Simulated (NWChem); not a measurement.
**Correlation energy of AlCl3**

SMILES: [Cl][Al]([Cl])[Cl]
```xyz
4

Al     0.0000     0.0000     0.0000
Cl     0.0000     0.0000     2.0937
Cl     1.8132     0.0000    -1.0468
Cl    -1.8132     0.0000    -1.0468
```
Charge 0, spin multiplicity 1.

The numbers come from NWChem runs, not from measurements. All single points use one geometry, from PBE/def2-SVP, a minimum by its harmonic frequencies.

Basis set: cc-pVDZ. Each correlation energy counts from its own Hartree-Fock reference.

The correlated methods keep 20 core orbitals frozen. The structure started from a generated list of species. No row is a measurement; the coupled-cluster row has its own basis-set and correlation limits.

### Question
For the correlation energy, RI-MP2 gives -452.9 mHa and MP2 gives -452.8 mHa. What do SCS-MP2, CR-CCSD[T], CR-CCSD(T) give?

### Answer
SCS-MP2: -435.5 mHa; CR-CCSD[T]: -496.5 mHa; CR-CCSD(T): -496.3 mHa.
